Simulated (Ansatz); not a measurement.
# BNH2F (SMILES N[B]F) at UCCSDTQ/STO-3G

What is the energy change on altering one bond length of BNH2F at UCCSDTQ/STO-3G? 

The results are computed with Ansatz 0.2.0.

78 further runs of the same task are left out: 78 set aside as unsound or not needed.

## Step 1: The system as given

The species is BNH2F (5 atoms), meant as a doublet with charge 0. SMILES: `N[B]F`. Geometry: relaxed at PBE0-D4/def2-TZVP. This is one conformer, not always the lowest.

Bond lengths: N1–B2 1.384 Å, B2–F3 1.324 Å, N1–H4 1.003 Å, N1–H5 1.010 Å. Angles: N1–B2–F3 122.6°, B2–N1–H4 122.5°, B2–N1–H5 122.8°, H4–N1–H5 114.7°.

## Step 2: A single-point energy at UCCSDTQ/STO-3G

Contents of in.yaml:

```yaml
crystal:
  periodic: [false, false, false]
  atoms:
    - {symbol: "N", position_ang: [-0.315200, 0.284600, -0.298300]}
    - {symbol: B, position_ang: [0.256800, -0.904700, 0.119300]}
    - {symbol: F, position_ang: [1.186500, -0.957100, 1.060600]}
    - {symbol: H, position_ang: [-1.019600, 0.322000, -1.012000]}
    - {symbol: H, position_ang: [-0.058500, 1.181700, 0.088900]}
basis:
  gaussian:
    orbitals: STO-3G
magnetization:
  spin_polarized: true
  initial_magnetization: 1
correlation:
  method: ccsdtq
  frozen_orbitals: {B: 1, F: 1, H: 0, "N": 1}
accuracy: high
scf:
  omitted_lower_state_checks: [cluster_reference, increment]
```

Launch:

```
ansatz run in.yaml --threads 1 --pin off --max-ram 2610MiB --events-out events.jsonl --progress --plain --runs-dir runs
```

Output, shortened:

```text
Warning: RAYON_NUM_THREADS=1 ignored (pool sized by the plan → 1); use --threads N
Functional definition: HF
  name "HF"
[...]
295 factors; integrals over basis functions are off by at most 4.6e-8 eV
[...]
mean field -4825.26953428 eV, -177.3253846997 hartree, gradient 9.8e-9 eV, S^2 0.754687; 0 other end points of the search recorded, 0 dependent functions left out
3 core orbitals not correlated: weight in the atoms' cores, before any rotation towards them, 1.000 or more for the frozen orbitals, at most 0.000 for the correlated occupied ones
reference -4825.26953428 eV, -177.3253846997 hartree; 9, 8 occupied and 5, 6 virtual orbitals, 295 factors
second order -2.58294980 eV of doubles, -0.00000000 eV of singles
cycle   1  -2.88058633 eV  change   -3.0e-1 eV  update   8.8e-2
[...]
cycle  29  -3.33502170 eV  change   -1.3e-9 eV  update   1.7e-9
Total energy: -4828.60455598 eV, -177.4479444866 hartree
Checks for a lower state left out: cluster_reference, increment
```

It took 68 s on 1 thread of Arm Neoverse V2, shared host; peak memory 0.55 GiB.

## Step 3: The distorted shape, same level

Contents of run.yaml:

```yaml
crystal:
  periodic: [false, false, false]
  atoms:
    - {symbol: "N", position_ang: [-0.139124, 0.275251, -0.119899]}
    - {symbol: B, position_ang: [0.432876, -0.914049, 0.297701]}
    - {symbol: F, position_ang: [1.362576, -0.966449, 1.239001]}
    - {symbol: H, position_ang: [-1.019600, 0.322000, -1.012000]}
    - {symbol: H, position_ang: [0.117576, 1.172351, 0.267301]}
basis:
  gaussian:
    orbitals: STO-3G
magnetization:
  spin_polarized: true
  initial_magnetization: 1
correlation:
  method: ccsdtq
  frozen_orbitals: {B: 1, F: 1, H: 0, "N": 1}
accuracy: high
scf:
  omitted_lower_state_checks: [cluster_reference, increment]
```

Launch:

```
ansatz run run.yaml --threads 1 --pin off --max-ram 2610MiB --events-out events.jsonl --progress --plain --runs-dir runs
```

Output, shortened:

```text
Warning: RAYON_NUM_THREADS=1 ignored (pool sized by the plan → 1); use --threads N
[... 2 set-up lines as earlier in the session ...]
[...]
295 factors; integrals over basis functions are off by at most 4.7e-8 eV
[...]
mean field -4824.11678047 eV, -177.2830217785 hartree, gradient 2.3e-8 eV, S^2 0.755340; 0 other end points of the search recorded, 0 dependent functions left out
3 core orbitals not correlated: weight in the atoms' cores, before any rotation towards them, 1.000 or more for the frozen orbitals, at most 0.000 for the correlated occupied ones
reference -4824.11678047 eV, -177.2830217785 hartree; 9, 8 occupied and 5, 6 virtual orbitals, 295 factors
second order -2.86256500 eV of doubles, -0.00000000 eV of singles
cycle   1  -3.21621719 eV  change   -3.5e-1 eV  update   9.4e-2
[...]
cycle  31  -3.74531662 eV  change  -4.5e-10 eV  update   2.0e-9
Total energy: -4827.86209709 eV, -177.4206596256 hartree
Checks for a lower state left out: cluster_reference, increment
```

Wall time 70 s (1 thread of Arm Neoverse V2, shared host); peak memory 0.55 GiB.

## Step 4: What came out

Level: UCCSDTQ/STO-3G, 3 core orbitals frozen.

```
                                                         quantity          value
                                        first shape: total energy  -177.44794 Eh
         first shape: correlation energy (3 core orbitals frozen)     -122.6 mEh
                   first shape: ⟨S²⟩ of the reference determinant          0.755
                                       first shape: T1 diagnostic          0.016
                                    distorted shape: total energy  -177.42066 Eh
     distorted shape: correlation energy (3 core orbitals frozen)     -137.6 mEh
               distorted shape: ⟨S²⟩ of the reference determinant          0.755
                                   distorted shape: T1 diagnostic          0.017
energy change with the N1–H4 bond stretched from 1.003 to 1.254 Å       0.742 eV
```

In words: With the N1–H4 bond stretched from 1.003 to 1.254 Å the energy rises by 0.74 eV (71.6 kJ/mol). The first shape isn't relaxed at this level, so the change isn't measured from a minimum. The minimal basis adds a large error of its own.
